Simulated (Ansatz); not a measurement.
# [HO2]− (hydroperoxide(1-)) at CCSDT(Q)/STO-3G

Aim: the vertical ionisation energy of [HO2]− (hydroperoxide(1-)) at CCSDT(Q)/STO-3G, from 2 runs. 

The calculation is run with Ansatz 0.2.0.

8 further runs of the same task are left out: 8 that didn't finish.

## 1. The structure to begin with

[HO2]− has 3 atoms, charge -1, and is taken as a singlet. As SMILES, `[O-]O`. The coordinates come from a GFN2-xTB relaxation.

Bond lengths: O1–O2 1.458 Å, O2–H3 0.963 Å. Angles: O1–O2–H3 100.3°.

## 2. A single-point energy at CCSDT(Q)/STO-3G

Contents of input.yaml:

```yaml
crystal:
  periodic: [false, false, false]
  atoms:
    - symbol: O
      position_ang: [-0.355040, 1.013280, -0.080710]
    - symbol: O
      position_ang: [-0.244450, -0.436620, -0.180910]
    - symbol: H
      position_ang: [0.599490, -0.576670, 0.261620]
basis:
  gaussian:
    orbitals: STO-3G
total_charge: -1
correlation:
  method: ccsdt_q
  frozen_orbitals: {H: 0, O: 1}
accuracy: high
scf:
  omitted_lower_state_checks: [cluster_reference, increment]
```

Command:

```
$ ansatz run input.yaml --threads 1 --pin off --max-ram 2610MiB --events-out events.jsonl --progress --plain --runs-dir runs
```

What it wrote, cut to the lines that bear on the results:

```text
Warning: RAYON_NUM_THREADS=1 ignored (pool sized by the plan → 1); use --threads N
Functional definition: HF
  name "HF"
[...]
168 factors; integrals over basis functions are off by at most 4.4e-8 eV
[...]
mean field -4025.44498866 eV, -147.9323747888 hartree, gradient 2.2e-8 eV, S^2 0.000000; 0 other end points of the search recorded, 0 dependent functions left out
2 core orbitals not correlated: weight in the atoms' cores, before any rotation towards them, 1.000 or more for the frozen orbitals, at most 0.000 for the correlated occupied ones
reference -4025.44498866 eV, -147.9323747888 hartree; 7, 7 occupied and 2, 2 virtual orbitals, 168 factors
second order -1.35790112 eV of doubles, -0.00000000 eV of singles
cycle   1  -1.68695652 eV  change   -3.3e-1 eV  update   4.6e-2
[...]
cycle  23  -1.88084997 eV  change   -1.4e-9 eV  update  9.4e-10
perturbative correction -0.00079811 eV, -0.0000293299 hartree
Total energy: -4027.32663675 eV, -148.0015240804 hartree
Checks for a lower state left out: cluster_reference, increment
```

It took 0.14 s on 1 thread of Arm Neoverse V1, shared host.

## 3. Doublet neutral HO2 at the same level

Contents of molecule.yaml:

```yaml
crystal:
  periodic: [false, false, false]
  atoms:
    - {symbol: O, position_ang: [-0.355040, 1.013280, -0.080710]}
    - {symbol: O, position_ang: [-0.244450, -0.436620, -0.180910]}
    - {symbol: H, position_ang: [0.599490, -0.576670, 0.261620]}
basis:
  gaussian:
    orbitals: STO-3G
magnetization:
  spin_polarized: true
  initial_magnetization: 1
correlation:
  method: ccsdt_q
  frozen_orbitals: {H: 0, O: 1}
accuracy: high
scf:
  omitted_lower_state_checks: [cluster_reference, increment]
```

Command:

```
$ ansatz run molecule.yaml --threads 1 --pin off --max-ram 2610MiB --events-out events.jsonl --progress --plain --runs-dir runs
```

What it wrote, cut to the lines that bear on the results:

```text
Warning: RAYON_NUM_THREADS=1 ignored (pool sized by the plan → 1); use --threads N
[... 2 set-up lines as earlier in the session ...]
[...]
168 factors; integrals over basis functions are off by at most 4.4e-8 eV
[...]
mean field -4032.34194351 eV, -148.1858332044 hartree, gradient 1.7e-8 eV, S^2 0.812739; 7 other end points of the search recorded, 0 dependent functions left out
2 core orbitals not correlated: weight in the atoms' cores, before any rotation towards them, 1.000 or more for the frozen orbitals, at most 0.000 for the correlated occupied ones
reference -4032.34194351 eV, -148.1858332044 hartree; 7, 6 occupied and 2, 3 virtual orbitals, 168 factors
second order -1.61274632 eV of doubles, -0.00000000 eV of singles
cycle   1  -2.01829455 eV  change   -4.1e-1 eV  update   7.2e-2
[...]
cycle  33  -2.55218382 eV  change  -9.1e-11 eV  update  4.5e-10
perturbative correction -0.00151399 eV, -0.0000556380 hartree
Total energy: -4034.89564131 eV, -148.2796798676 hartree
Checks for a lower state left out: cluster_reference, increment
```

It took 0.52 s on 1 thread of Arm Neoverse V1, shared host.

## 4. Outcome

At CCSDT(Q)/STO-3G, 2 core orbitals frozen:

```
                                                        quantity          value
                                    singlet [HO2]−: total energy  -148.00152 Eh
     singlet [HO2]−: correlation energy (2 core orbitals frozen)      -69.1 mEh
                                   singlet [HO2]−: T1 diagnostic          0.008
                               doublet neutral HO2: total energy  -148.27968 Eh
doublet neutral HO2: correlation energy (2 core orbitals frozen)      -93.8 mEh
          doublet neutral HO2: ⟨S²⟩ of the reference determinant          0.813
                              doublet neutral HO2: T1 diagnostic          0.037
             vertical detachment energy (to the doublet neutral)      -7.569 eV
```

What this shows: The species is unbound against losing an electron at this level, by 7.57 eV (−175 kcal/mol); missing correlation or diffuse functions can give that sign where the real anion is bound. In a minimal basis such a difference can be off by several eV, whatever the method.
